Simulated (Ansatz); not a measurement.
A made-up structure of BHS₂, singlet:

B1  (0.400, -0.203, -0.038)
S2  (-0.540, 1.219, 0.960)
S3  (-1.435, -0.219, -0.770)
H4  (1.575, -0.798, -0.151)
(Å)

It is relaxed with PBE-D4/def2-SVP and then PBE0-D4/def2-TZVP (Ansatz 0.2.0). Atoms count as bonded within 1.22 times the sum of their covalent radii (H–H: 0.88 Å). The end point is not checked to be a true minimum.

**Question.** Does its bonding change? (Judge from chemistry; the calculation decides.)

**Answer.** Computed: No: no bond forms or breaks.

Where it ends: The first stage lowers the energy by 0.91 eV in 4 steps. It ends as BHS₂ ([BH]1[S][S]1):
```csv
atom,x (Å),y (Å),z (Å)
B1,0.3573,-0.1811,-0.0342
S2,-0.4822,1.0888,0.8569
S3,-1.2809,-0.1953,-0.6880
H4,1.4058,-0.7125,-0.1346
```

Labels in which every atom is bracketed show which atoms are joined, not bond orders.

For scale, one of the runs: PBE0-D4/def2-TZVP relaxation, 111 basis functions, launched by `ansatz run in.yaml --threads 2 --pin off --events-out ev --progress --plain --max-ram 4352MiB`. Hardware: 2 CPU threads of an Arm Neoverse V2, shared host. Wall time about 7 s.
